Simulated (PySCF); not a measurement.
System: C4H5, charge 0, multiplicity 2. It need not be the lowest isomer of its formula. 
Structure (B3LYP-D3(BJ)/def2-TZVP (Ansatz) minimum search):
```xyz
9

C      0.6172     1.8150    -0.0118
C      0.6302     0.5024    -0.0026
C     -0.5602    -0.3480     0.0017
C     -0.5154    -1.6802     0.0110
H     -0.1084     2.6133    -0.0183
H      1.5870    -0.0195     0.0023
H     -1.5187     0.1605    -0.0032
H      0.4276    -2.2140     0.0160
H     -1.4181    -2.2759     0.0139
```
Charge 0, spin multiplicity 2.

Dispersion corrections to the total energy (kcal/mol) from the dftd3 and dftd4 libraries through PySCF: D3(BJ) without and D4 with the three-body term, each with the damping fitted for the functional named.

| functional | D3(BJ) | D4 |
|---|---|---|
| BP86 | -5.46 | -4.22 |
| TPSSh | -4.08 | … |
| PBE0 | -3.05 | -2.71 |
| HF | -31.28 | -12.93 |
| B3LYP | … | -5.23 |
| B2PLYP | … | -2.27 |
| TPSS | -4.49 | -4.43 |

Some entries are withheld; supply them.


- TPSSh, D4: -4.01
- B3LYP, D3(BJ): -6.18
- B2PLYP, D3(BJ): -2.77
